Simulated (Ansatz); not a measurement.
C$_{2}$H$_{2}$O$_{2}$, 6 atoms. The species carries charge 0 and has multiplicity 1. The bonds changed during the relaxation, so this is another structure than the one it started from. All runs use 2 threads of an Arm Neoverse V2 on a shared host. Correlated methods freeze the cores. Open-shell runs search over several starts.

(1) Give the basis size and wall time and peak host memory of each of these runs in Ansatz. direct RPA on PBE orbitals/def2-TZVPP energy; RKS BLYP-D4/def2-TZVPP energy; RKS PBE0-D4/def2-SVP energy; UKS PBE-D4/def2-TZVPP energy of the cation; RKS PBE0-D4/def2-TZVP relaxation (9 steps); RKS revPBE-D4/def2-TZVPP energy; UKS B2PLYP (frozen core)/def2-TZVPP energy of the cation; RKS ωB97M-V/def2-QZVPP energy; RKS PBE0-D4/def2-QZVPP energy; UKS PBE0-D4/def2-TZVPP energy of the cation; UKS r2SCAN-D4/def2-TZVPP energy of the cation; RKS r2SCAN-D4/def2-TZVPP energy and forces. (Best estimate.)

## Answers

(1) The calculation gave: Other jobs shared the machine, so times are rough.

```csv
level,job,functions,wall time,peak host memory (GiB)
RKS PBE0-D4/def2-SVP,energy,66,0.55 s,0.34
RKS revPBE-D4/def2-TZVPP,energy,152,1 s,0.13
RKS BLYP-D4/def2-TZVPP,energy,152,1.1 s,0.13
UKS PBE-D4/def2-TZVPP,energy of the cation,152,2.2 s,0.34
direct RPA on PBE orbitals/def2-TZVPP,energy,152,2.2 s,0.34
RKS r2SCAN-D4/def2-TZVPP,energy and forces,152,2.3 s,0.15
RKS PBE0-D4/def2-QZVPP,energy,288,2.9 s,0.6
UKS PBE0-D4/def2-TZVPP,energy of the cation,152,3 s,0.34
UKS r2SCAN-D4/def2-TZVPP,energy of the cation,152,4.9 s,0.34
RKS ωB97M-V/def2-QZVPP,energy,288,8 s,0.74
UKS B2PLYP (frozen core)/def2-TZVPP,energy of the cation,152,9.5 s,0.39
RKS PBE0-D4/def2-TZVP,relaxation (9 steps),136,14 s,0.21
```
